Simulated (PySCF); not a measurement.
## Computed NMR parameters against published values

Atom-mapped SMILES (the numbers label the heavy atoms): `[O:1]=[C:2]=[S:3]`.

The experiment to reproduce: δ ¹³C C2 165.1; δ ¹⁷O O1 236.1 ppm (measured; gas; Olsson, Cremer, J. Chem. Phys. 1996, 105, 8995 (gas-phase data of Jameson 1987, Jameson 1981, Wasylishen 1984)).
δ ¹⁷O O1 236.1 ppm (measured; gas; L. Olsson, D. Cremer, J. Chem. Phys. 105 (1996) 8995).

[PySCF 2.14.0 with density-fitted response routines: σ from GIAO-B97-2/pcSseg-2; geometry: PBE0-D3(BJ)/def2-TZVP; no relativistic terms; a single conformation; no solvent model]

Task: How close does the calculation come?

Result: 
Reference values: measured (gas; Olsson, Cremer, J. Chem. Phys. 1996, 105, 8995 (gas-phase data of Jameson 1987, Jameson 1981, Wasylishen 1984)).
```csv
atoms,quantity,reference,computed
C2,δ ¹³C vs CH4 (gas),165.1,167.1
O1,δ ¹⁷O vs H2O (gas),236.1,247.5
```

Reference values: measured (gas; L. Olsson, D. Cremer, J. Chem. Phys. 105 (1996) 8995).
| atoms | quantity | reference | computed |
| --- | --- | --- | --- |
| O1 | δ ¹⁷O vs gaseous H2O | 236.1 | 247.5 |

Computed shifts are σ(ref) − σ with the named reference compound (TMS for H and C) calculated as an isolated molecule at the same level. The measured values may be among those fitted. Empirical linear scaling, fitted to shifts measured mostly in CDCl3 for H and C (δ vs TMS): ¹³C (scatter 2.0 ppm rms, 2.1 ppm with the 1 outlier that the fit left out); ¹⁷O (scatter 12.8 ppm rms vs liquid water, solution or neat liquid). Occasional misses reach two or three times the rms, and more in compound classes unlike the fitted ones.

Task: How far are the unscaled ¹⁷O shifts from the references?

Result: Mean signed difference +11.40 ppm, mean absolute 11.40 ppm over 2 comparisons; the largest is +11.4 ppm at O1 (carbonyl oxygen).

3 of the 28 published NMR values on file for this molecule are compared. The rest: values from further sources, other calculations.
